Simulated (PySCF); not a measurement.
Ligands exchanged one at a time, B F-NH2. Isolated molecules, 0 K electronic values unless said otherwise. Strings in code marks are SMILES.

All values below come from PySCF with B3LYP-D3(BJ)/def2-TZVP. B3LYP has the VWN-RPA correlation part, as in Gaussian. Excitations are Tamm–Dancoff values on a coarser integration grid. The basis has no diffuse functions, so Rydberg states are missing or too high.

```tsv
species	S1–T1 gap (TDA) (eV)	HOMO–LUMO gap (eV)	S1 excitation (TDA) (eV)	brightest of the four lowest singlets (TDA) (eV)	dipole moment (D)	S1 oscillator strength
0 of 3 F replaced by NH2	___	___	___	–	0.00	0.000
1 of 3 F replaced by NH2 (`NB(F)F`)	0.43	8.66	7.47	9.73	2.75	0.049
2 of 3 F replaced by NH2 (`NB(N)F`)	0.30	7.32	6.20	7.31	2.36	0.000
3 of 3 F replaced by NH2	___	6.81	5.77	6.86	___	0.000
```

Problem. Fill in the missing entries.

Solution. 
- 0 of 3 F replaced by NH2, S1–T1 gap (TDA) (eV): 0.25
- 0 of 3 F replaced by NH2, HOMO–LUMO gap (eV): 11.93
- 0 of 3 F replaced by NH2, S1 excitation (TDA) (eV): 10.48
- 3 of 3 F replaced by NH2, S1–T1 gap (TDA) (eV): 0.27
- 3 of 3 F replaced by NH2, dipole moment (D): 0.03
